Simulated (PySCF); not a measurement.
# F2HP: the cost of one run

Method: levels as typed in each script, gas phase, geometry from GFN2-xTB; program: PySCF 2.14.0.

## 1. Where the work starts

SMILES `FPF`, 4 atoms, charge 0, spin multiplicity 1.

Bond lengths: F1–P2 1.616 Å, P2–F3 1.616 Å, P2–H4 1.418 Å. Angles: F1–P2–F3 94.8°, F1–P2–H4 92.6°, F3–P2–H4 92.6°.

As a file:

```mol
F2HP
  3D, bonds by distance, orders not assigned

  4  3  0  0  0  0  0  0  0  0999 V2000
    1.1894   -0.5193    0.0166 F   0  0
   -0.0000    0.5684   -0.1059 P   0  0
   -1.1894   -0.5193    0.0166 F   0  0
   -0.0000    0.8209    1.2895 H   0  0
  1  2  8  0
  2  3  8  0
  2  4  8  0
M  END
```

## 2. Density, bond paths and surface potential (wB97X/def2-tzvp)

The input, input.py:

```python
import numpy as np
from pyscf import gto, scf, dft
from pyscf.scf import atom_ks, atom_hf
from scipy.linalg import block_diag

def solve(mol, dm0=None, hcore=None):
    mf = (dft.UKS if mol.spin else dft.RKS)(mol, xc='wb97x')
    mf.grids.level = 3
    mf = mf.density_fit(auxbasis='def2-universal-jkfit')
    mf.conv_tol, mf.max_cycle = 1e-8, 80
    if hcore is not None:
        mf.get_hcore = lambda *args: hcore
    mf.kernel(dm0)
    if not mf.converged:
        mf = mf.newton().run(mf.mo_coeff, mf.mo_occ, max_cycle=30)
    assert mf.converged, 'SCF not converged'
    return mf

mol = gto.M(atom='''
F      1.18942    -0.51928     0.01663
P     -0.00001     0.56842    -0.10592
F     -1.18940    -0.51930     0.01663
H     -0.00003     0.82088     1.28953
''', basis='def2-tzvp', charge=0, spin=0, verbose=4)
mf = solve(mol)
mf.analyze()
# spherically averaged free atoms, for the promolecule
atm = atom_ks.get_atm_nrks(mol, xc='wb97x')
pro = block_diag(*[(atm[a[0]][2] * atm[a[0]][3]) @ atm[a[0]][2].T for a in mol._atom])
np.savez('result.npz', e=mf.e_tot, c=mf.mo_coeff, occ=mf.mo_occ, eps=mf.mo_energy, pro=pro, dip=mf.dip_moment(verbose=0), s2=mf.spin_square()[0])
```

Started as:

```
OMP_NUM_THREADS=1 python input.py
```

Q: Estimate wall time and peak memory on 1 thread of Arm Neoverse N1, shared host.

About 11 s, with a peak of 0.39 GiB.
